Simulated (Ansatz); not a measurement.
Geometry optimisation, RKS r2SCANh-D4/def2-SVP in Ansatz 0.2.0.

input.yaml

```yaml
crystal:
  periodic: [false, false, false]
  atoms:
    - { symbol: Al, position_ang: [-0.287225, 1.055477, -0.885727] }
    - { symbol: H, position_ang: [1.059451, -0.543479, 0.920595] }
    - { symbol: H, position_ang: [1.550547, -0.023721, 0.876155] }
    - { symbol: O, position_ang: [-1.236987, -0.283937, -0.505629] }
    - { symbol: H, position_ang: [-1.758285, -1.05104, -0.290795] }
basis:
  gaussian: { orbitals: def2-SVP }
hamiltonian:
  xc: r2scanh
  dispersion: d4
relax:
  f_tol: 0.03
  max_steps: 50
output:
  orbitals: {}
```

Command:

```bash
$ ansatz run input.yaml --threads 1 --pin off --max-ram 2048MiB --backend cpu --events-out ev --progress --plain --runs-dir out
```

Where does it end, and by what steps?

The run converged. The force dipped under the threshold on the way, but the program's further checks kept it going. After 13 steps the energy has fallen by 0.149 eV; Al1 moved furthest, 1.00 Å.

```tsv
step	energy less start (eV)	largest force component (eV/Å)	accepted
0	0.0000	1.226	yes
1	-0.0832	0.191	yes
2	-0.1066	0.340	yes
3	-0.1186	0.476	yes
4	-0.1245	0.504	yes
5	-0.1327	0.243	yes
6	-0.1430	0.036	yes
7	-0.1462	0.028	yes
8	-0.0911	1.142	no
9	-0.1471	0.118	yes
10	-0.1480	0.092	yes
11	-0.1486	0.012	yes
12	-0.1488	0.048	yes
13	-0.1489	0.011	yes
```

```xyz
5
Properties=species:S:1:pos:R:3
Al -1.059 1.292 -1.469
H 1.058 -0.447 0.872
H 1.638 -0.638 1.322
O -1.110 -0.121 -0.552
H -1.199 -0.932 -0.059
```

The run took 16 s on 1 thread of Intel(R) Xeon(R) CPU @ 2.60GHz (Ice Lake) (shared host), peak memory 0.13 GiB.
